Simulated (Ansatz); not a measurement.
MgO₂. Charge 0, multiplicity 3. Geometry r2SCAN-D4/def2-TZVPD, that of the charge -1 doublet; atoms count from 1.

```xyz
3

Mg    0.002   -0.002    0.002
O    -1.238    0.235    1.335
O     1.237   -0.234   -1.337
```

The structure comes from a short search, and lower isomers may exist.

(1) Estimate the Mulliken populations from the PBE0/def2-TZVPD orbitals of Ansatz.

(2) Where does the spin sit?

(3) And the Mayer bond orders between bonded heavy atoms (over 0.3)?

## Answers

(1) 
```tsv
atom	charge (e)	spin (α − β)
Mg1	1.06	-0.07
O2	-0.53	1.04
O3	-0.53	1.04
```
Mulliken values and Mayer orders depend strongly on the basis. With diffuse functions, as here, like atoms can get unlike values, and bond orders can come out too low or too high.

(2) Summed by element: Mg -0.07, O 2.07, of 2 unpaired in all. Largest on single atoms: O2 1.04, O3 1.04, Mg1 -0.07.

(3) Mg1–O2 0.74 (1.84 Å); Mg1–O3 0.74 (1.84 Å).
